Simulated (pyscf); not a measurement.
HO–SiH: (SMILES O[SiH]) [singlet] + H₂ (SMILES [H][H]) → SiH₂ (SMILES [SiH2]) [singlet] + H₂O (SMILES O) (four-centre exchange; singlet surface; O–Si, H–H broken, H–Si, H–O formed). Structures and frequencies: ωB97X-D3(BJ)/def2-SVP in PySCF. Energies in kJ/mol from the separated reactants.

```
level                   barrier  reaction energy
----------------------  -------  ---------------
ωB97X-D3(BJ)/def2-TZVP    127.6           +124.0
PBE/def2-TZVP             102.3           +124.7
r²SCAN/def2-TZVP          111.4           +130.2
B3LYP-D3(BJ)/def2-TZVP      ___           +125.9
M06-2X/def2-TZVP            ___              ___
HF/def2-TZVP              188.1           +104.9
```

### Question
Some entries are withheld; supply them.

### Answer

- B3LYP-D3(BJ)/def2-TZVP, barrier: 129.5
- M06-2X/def2-TZVP, barrier: 132.9
- M06-2X/def2-TZVP, reaction energy: +129.5

On the product side the descent ends in an adduct with a O–Si contact, 82.9 kJ/mol under the separated species and 86.5 kJ/mol under the saddle at ωB97X-D3(BJ)/def2-TZVP. At PBE, r²SCAN the saddle lies under the separated products, which points to a path from their complex (located at ωB97X-D3(BJ) alone), and parting the products costs more than the saddle. What is counted as broken (O–Si) persists as a longer contact in the product adduct; parting that adduct is a step of its own. At the saddle there is also a short H–Si contact that neither side keeps. The same reactants have a lower exit, to HO–SiH₃ (barrier +86.8 kJ/mol at ωB97M-D3(BJ)/def2-TZVP, against +129.3 kJ/mol here). One saddle was located; it need not be the lowest between these sides.
